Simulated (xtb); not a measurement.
xtb input:

```bash
xtb mol.xyz --gfn 1 --sp --chrg 0 --uhf 0
```
mol.xyz:
```
2

F     -0.00000000    -0.00000000    -0.09245367
H      0.00000000     0.00000000     0.83208299
```

Q: Which total energy does the run end on?

A: -5.65987 Eh (GFN1-xTB).
